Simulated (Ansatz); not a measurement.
Ideal-gas functions of `ClC1C=C1` at 298.15 K and 1 bar, from an Ansatz frequency run at PBE0-D4/def2-TZVP.

Molar mass 74.51 g/mol, point group Cs (symmetry number 1), electronic degeneracy 1, moments of inertia 23.385, 127.506, 134.403 u Å². Harmonic wavenumbers (cm⁻¹, unscaled): 354, 358, 610, 737, 887, 911, 935, 1051, 1078, 1202, 1293, 1725, 3158, 3275, 3320.

Use S(trans) = R[1.5 ln M + 2.5 ln T − 1.1517]; rotational temperatures θ = 24.2544 K / I; S(rot) = R[ln(√π/σ · √(T³/θAθBθC)) + 1.5]; for each mode x = 1.438777 ν̃/T, S = R[x/(eˣ − 1) − ln(1 − e⁻ˣ)] and H = RT x/(eˣ − 1); 1 cm⁻¹ = 0.0119627 kJ/mol; R = 8.31446 J/(mol·K).

Question: By hand: the entropy, in J/(mol·K).

Answer: Translation 162.6. Rotation: θ = 1.0372, 0.1902, 0.1805 K, giving 102.2. Vibration, mode by mode: 4.80, 4.73, 1.81, 1.11, 0.62, 0.56, 0.51, 0.32, 0.29, 0.17, 0.12, 0.02, 0.00, 0.00, 0.00, in all 15.1. Electronic 0.0. Sum 279.9 J/(mol·K).

Question: By hand: H − E and G − E in kJ/mol, counted from the electronic energy.

Answer: Zero-point energy ½ × 20894 × 0.0119627 = 125.0; thermal vibration 3.2; translation, rotation and pV give 4 RT = 9.9. H − E = 138.1 kJ/mol, and G − E = 138.1 − 298.15 × 279.9/1000 = 54.6 kJ/mol.

Vibration gives 5 % of the entropy.
